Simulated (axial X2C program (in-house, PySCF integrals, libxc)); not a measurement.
# A two-component session on ClF: properties at the nuclei

Aim: properties at the nuclei of ClF, with spin–orbit coupling in the Hamiltonian from the start.

Method: two-component X2C with atomic mean-field terms, Cl dyall-av3z, F dyall-av3z; program: an in-house X2C program for linear molecules on PySCF integrals.

All values are calculated.

**1. Set-up**

Contents of task.json:

```json
{"zs": [17, 9], "q": 0, "bas": ["dyall-av3z", "dyall-av3z"], "r0": 1.63, "levels": ["PBE0", "HF", "PBE", "r2SCAN", "LDA"], "nst": 3}
```

Keys: zs atomic numbers; q charge; bas basis sets; r0 starting distance in Å; levels methods (HF also brings MP2); nst determinants followed.

On the command line:

```bash
> python soeom.py task.json out
```

After this run come: Expectation values, lowest determinant.

Q: Predict the outcome of this session. Wanted: lowest determinant; qzz Cl; qzz F; μ.

**Answer**, as computed:

| quantity | value |
| --- | --- |
| lowest determinant | Ω = 0 (closed shell) |
| qzz Cl (a.u.), PBE0 | 7.74 |
| qzz F (a.u.), PBE0 | 4.42 |
| μ (D), PBE0 | -0.85 |

**Reading.** The expectation values come from single determinants, which for open shells can mix terms of unlike spin or miss the lowest Ω, so a determinant need not be a state. qzz is the electric field gradient, eQq0 = 234.96 MHz × Q/barn × qzz; μ is positive if F is the positive end. The operators were transformed with the bare-nucleus X2C matrices.
